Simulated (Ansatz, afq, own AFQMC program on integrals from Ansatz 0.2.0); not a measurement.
Two steps: Ansatz 0.2.0 writes the Fock matrix and Cholesky factors of the valence space, and afq projects on them the lowest state that overlaps trial and start.

```yaml
crystal:
  periodic: [false, false, false]
  atoms:
    - {symbol: O, position_ang: [0.000000, -0.072039, 0.008769]}
    - {symbol: H, position_ang: [0.000000, 0.631819, -0.909508]}
    - {symbol: H, position_ang: [0.000000, 0.511689, 0.770319]}
basis:
  gaussian: {orbitals: 6-31G}
magnetization: {spin_polarized: false}
correlation: {method: ccsd_t, electrons: outside_noble_gas, hamiltonian_folder: ham}
```

```sh
$ ansatz run in.yaml --threads 1 --pin off --events-out ev --progress --plain --max-ram 1382MiB
```

afq runs on the folder ham with

```
--method free --trial cisd --walkers 2 --time-step 0.01 --max-blocks 30 --target-error 0.00068 --factor-cut 1e-05 --seed 720 --times 0.0,0.2,0.4,0.8,1.2 --taylor-order 10
```

Times are imaginary, in 1/Eh. The walk had a cap of 85 s.

```
orbitals 12  electrons 4 4  factors 66 of 139
reference energy -75.95659306 Eh
CCSD correlation -0.14418656 Eh in 9 cycles, weight of the determinant in the CISD state 0.9473
repeat  energy at the last time / Eh  error
    10  -76.102358  0.002699
    20  -76.103315  0.002183
    30  -76.103467  0.001872
time / (1/Eh)  energy / Eh  error  mean overlap
  0.00  -76.103361  0.003761  1.0657
  0.20  -76.104891  0.004727  1.0180
  0.40  -76.103348  0.002655  0.9694
  0.80  -76.106606  0.002950  0.9344
  1.20  -76.103467  0.001872  0.9332
energy -76.103467 +/- 0.001872 Eh
```

The run passed its tests (error under three times the target), which doesn't prove that it has relaxed.

Against this walk (error 50.9 meV) on the same determinant: CCSD(T) 34.8 meV higher (within the noise), CCSDT(Q) 16.4 meV higher (within the noise), CCSDTQ 17.5 meV higher (within the noise), full CI 17.1 meV higher (within the noise). The error is statistical, and a free projection of finite length keeps a remainder of its start.

A setting was made bad on purpose (too few walkers), so the walk's energy isn't to be trusted.

Cautions: remainder of the start not in the error; error above the target (50.9 against 18.5 meV); so few walkers bias the energy.

CCSDT and higher add their correlation energy to the determinant of the CCSD(T) run, since their own runs factorise the integrals more tightly (a shift of under 2 meV). A walk keeps the symmetry of its determinant, which the program's search chose and which needn't be the lowest solution, so a lower state of the same spin and another symmetry isn't excluded.
